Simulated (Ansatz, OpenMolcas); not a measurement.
# Predicting a hybrid from its neighbours: NaF

NaF has 2 atoms, charge 0, and is taken as a singlet. SMILES: `[F][Na]`. The shape is that of a PBE0-D4/def2-TZVP optimisation.

The HOMO–LUMO gap y, in eV, basis cc-pVTZ; a is the functional's share of exact exchange. Programs: Ansatz 0.2.0, OpenMolcas 26.06.

```
functional     program     a  y (eV)
      BLYP      Ansatz     0    2.82
    r2SCAN      Ansatz     0    3.87
   r2SCANh  OpenMolcas   0.1    4.67
     B3LYP      Ansatz   0.2    4.67
   r2SCAN0      Ansatz  0.25       ?
      PBE0      Ansatz  0.25    5.21
     BHLYP      Ansatz   0.5    7.29
```

Problem. Fit y = c + s·a to the known rows and predict r2SCAN0.

Solution. 
1. Means of the 6 rows: a = 0.1750, y = 4.755.
2. Σ(Δa)² = 0.17875, Σ(Δa·Δy) = 1.3558, so the slope is 1.3558/0.17875 = 7.5849.
3. Intercept: 4.755 − (7.5849) × 0.1750 = 3.428. The largest residual of the fit is 0.61.
4. r2SCAN0: 3.428 + (7.5849) × 0.25 = 5.32 eV.

The run gave 5.88 eV, so the prediction is off by -0.56 eV, within the scatter of the fit. Exact exchange lowers occupied levels and raises empty ones. The rows mix families of semi-local functionals, which the line can't see.
